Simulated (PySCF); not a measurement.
## C2H6O2S: core ionisation energies

Species: C2H6O2S.
Bonds: C1–S2, S2–C3, S2–O4 (double), S2–O5 (double). Hydrogens: H6, H7, H8 on C1; H9, H10, H11 on C3.

Level of theory: delta-SCF UKS SCAN, pcX-2 on the ionised atom, pcseg-1 elsewhere, spin-free X2C in PySCF. Vertical ΔSCF values, vacuum level as zero.

Question: Give the core binding energies atom by atom.

Answer: 
```json
{"atom(s)": "S2", "environment": "sulfonyl sulfur", "level": "S 1s", "binding energy (eV)": "2482.73", "2p1/2 (eV)": "–", "count": "1"}
{"atom(s)": "O4/O5", "environment": "sulfonyl oxygen", "level": "O 1s", "binding energy (eV)": "537.56", "2p1/2 (eV)": "–", "count": "2"}
{"atom(s)": "C1/C3", "environment": "S-methyl carbon", "level": "C 1s", "binding energy (eV)": "291.68", "2p1/2 (eV)": "–", "count": "2"}
{"atom(s)": "S2", "environment": "sulfonyl sulfur", "level": "S 2p3/2", "binding energy (eV)": "173.97", "2p1/2 (eV)": "175.20", "count": "1"}
```

Question: Which photon energy gives electrons from S 2p3/2 of S2 a kinetic energy of 150 eV, and what is their de Broglie wavelength?

Answer: hν = 173.97 + 150 = 323.97 eV, recoil neglected; λ = 12.264 Å/√(E/eV) = 1.00 Å.

The first atom of each set that the bonding makes equivalent was ionised and stands for the set. For 2p shells one spin-free hole was relaxed; a mean-field spin–orbit operator and the ground-state splitting of the three 2p orbitals were then diagonalised within the shell. The shell's mean is (2 × 2p3/2 + 2p1/2)/3, and the degeneracies 2j + 1 give areas of 2:1. 2p1/2 minus 2p3/2 (ligand field included): S 1.23 eV. Geometry: GFN2-xTB; no solvent, vibrations or thermal averaging.

Time: 16 s of wall time. Hardware: one thread, x86-64 server, on a shared host.
